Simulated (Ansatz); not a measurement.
This Ansatz (an electronic-structure program) input (CCSD(T)/cc-pwCVTZ) gives -93.38031 Eh with 100 basis functions. A basis named .json is the Basis Set Exchange file of that set (core-valence sets with the plain set on hydrogen).

Ansatz 0.2 input:
```yaml
crystal:
  periodic: [false, false, false]
  atoms:
    - {symbol: C, position_ang: [-0.00000000, -0.00000000, -0.49689011]}
    - {symbol: N, position_ang: [0.00000000, 0.00000000, 0.64927938]}
    - {symbol: H, position_ang: [-0.00000000, -0.00000000, -1.56361504]}
basis:
  gaussian:
    orbitals: cc-pwCVTZ.json
magnetization: {spin_polarized: false}
correlation: {method: ccsd_t, frozen_orbitals: {C: 0, H: 0, N: 0}}
```

Change:
```diff
- orbitals: cc-pwCVTZ.json
+ orbitals: cc-pVTZ
```

Q: What does the run give now?

A: -93.30331 Eh (CCSD(T)/cc-pVTZ, 74 functions), a change of +77.00 mEh.
